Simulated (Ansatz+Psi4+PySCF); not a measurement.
Values are calculated unless marked as measured or tabulated.
Input for Ansatz (development build ahead of 0.2.0):

```yaml
crystal:
  periodic: [false, false, false]
  atoms:
    - { symbol: "N", position_ang: [0.56499, 0.0, -5.0] }
    - { symbol: "N", position_ang: [-0.56499, 0.0, -5.0] }
    - { symbol: "N", position_ang: [-0.56499, 0.0, 5.0] }
    - { symbol: "N", position_ang: [0.56499, 0.0, 5.0] }
basis:
  gaussian: { orbitals: cc-pVTZ }
total_charge: 1
magnetization:
  initial_magnetization: 1
hamiltonian:
  xc: hf
correlation:
  method: mp2
  frozen_orbitals: { "N": 1 }
```

The input is written out in the form of the current development build from the run's settings. Correlation on restricted open-shell orbitals is semicanonical, with singles.

Results

- Converged: yes
- Reference energy: -217.39849 hartree
- Correlation energy: -0.68833 hartree
- Total energy: -218.08682 hartree
- Spin squared of the determinant: 0.750
- Stability test: minimum among restricted orbitals

Caution: MP2 on this radical cation hangs on the determinant chosen; the charge can sit on one fragment and break the point group; the determinant breaks the point group; another reference gives a lower total.
